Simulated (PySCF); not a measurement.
Species: C2H5OS (doublet state).
Z-matrix (Å and degrees, GFN2-xTB geometry), rows numbered from 1:
```
C 
S   1  1.7260
C   2  1.8690  1   98.44
O   2  1.4605  1  108.87  3   110.93
H   1  1.0743  2  117.55  3  -138.66
H   1  1.0747  2  115.77  3    75.13
H   3  1.0824  2  107.93  1   -59.03
H   3  1.0842  2  107.37  1  -178.65
H   3  1.0835  2  108.31  1    61.84
```

The hyperfine couplings belong to this conformer and change with its torsions.

As a line formula: `[CH2][S@@](C)=O` [radical].

Method used: UKS B3LYP, pcH-1 on C H O S, non-relativistic, mean-field spin-orbit, GIAO (PySCF 2.14.0). Isolated species at its GFN2-xTB geometry, gas phase. A GFN2-xTB geometry isn't a minimum of the functional, and hyperfine couplings can be far from their values at a DFT geometry. No stability test was run, so a lower SCF solution isn't excluded.

Problem. Predict the first-order ENDOR lines of H5, H6 and H7/H8/H9 under fast tumbling at B = 343.1 mT (X band).

Solution. ν± = |νn ± a/2|, one line for each electron-spin manifold; νn = |g_N| × 7.62259 MHz/T × B.

```tsv
nuclei	isotope	g_N	νn (MHz)	a_iso (MHz)	lower line (MHz)	upper line (MHz)
H5	1H	5.5857	14.61	-50.19	10.48	39.70
H6	1H	5.5857	14.61	-41.57	6.18	35.39
H7/H8/H9	1H	5.5857	14.61	-2.74	13.24	15.98
```

Problem. Which pairs are centred on the nuclear Larmor frequency, and which on half the coupling?

Solution. Centred on νn, since |a| < 2νn: H7/H8/H9. Centred on |a|/2 and split by 2νn: H5 and H6.

Means are taken over nuclei equivalent by connectivity, which assumes that they swap fast. H5 and H6 aren't averaged: C1 is flat or nearly so (angle sum 351°), and its turn about the short C1–S2 bond (1.73 Å) is taken as slow. The three 1H nuclei of mean -2.7 MHz run from -6.3 to 1.9 MHz in the frozen geometry.
